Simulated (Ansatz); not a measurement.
This Ansatz (a quantum-chemistry and plane-wave program) input (MP2/cc-pwCVQZ) gives -342.98655 Eh with 199 basis functions. A basis named .json is the Basis Set Exchange file of that set (core-valence sets with the plain set on hydrogen).

Ansatz 0.2 input:
```yaml
crystal:
  periodic: [false, false, false]
  atoms:
    - {symbol: P, position_ang: [0.00293147, 0.00160888, 0.12817703]}
    - {symbol: H, position_ang: [-0.00384980, 1.18388197, -0.65609339]}
    - {symbol: H, position_ang: [1.01199153, -0.61366513, -0.65676338]}
    - {symbol: H, position_ang: [-1.05211382, -0.59435001, -0.60979871]}
basis:
  gaussian:
    orbitals: cc-pwCVQZ.json
magnetization: {spin_polarized: false}
correlation: {method: mp2, frozen_orbitals: {H: 0, P: 1}}
```

Change:
```diff
- orbitals: cc-pwCVQZ.json
+ orbitals: cc-pCVQZ.json
```

**Question.** What does the run give now?

**Answer.** -342.99879 Eh (MP2/cc-pCVQZ, 199 functions), a change of -12.24 mEh.
